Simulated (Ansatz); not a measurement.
Two isomers of C6H14O: A = `CCCCC(C)O`, B = `CCOC(C)(C)C`.

Calculated with Ansatz (gas phase, PBE0-D4/def2-TZVP geometries, no zero-point term in ΔE). CBS: MP2 limit from def2 TZ/QZ plus the TZ coupled-cluster correction, frozen cores. DFT in def2-TZVPP. Each species was taken in one conformer, which may not be the lowest.

Task: Which isomer does CCSD(T)/CBS put lower? Give the gap. (Best estimate.)

Result: The calculation gave: A, by 20.7 kJ/mol.

Task: Give E(B) − E(A) in kJ/mol with BLYP-D4, HF/def2-TZVPP, B2PLYP, PBE-D4, CCSD(T)/def2-TZVPP, ωB97M-V, MP2/def2-TZVPP. (An estimate is asked.)

Result: Ansatz gave: BLYP-D4 14.0, HF/def2-TZVPP 20.4, B2PLYP 19.2, PBE-D4 20.5, CCSD(T)/def2-TZVPP 18.8, ωB97M-V 18.6, MP2/def2-TZVPP 20.4. None reverses the order clearly.

Largest T1 diagnostic: 0.010.

The D4 term adds −3.9 kJ/mol with B3LYP and −2.2 kJ/mol with PBE0; it sums over pairs of atoms, weighted by their polarisabilities, and B3LYP, whose exchange is more repulsive, gets the larger term. From r2SCAN to r2SCAN0 (25 % exact exchange), in def2-TZVPP and without D4, E(B) − E(A) moves by +3.3 kJ/mol.

B3LYP here is the variant with VWN-RPA as its local correlation; programs differ in this.
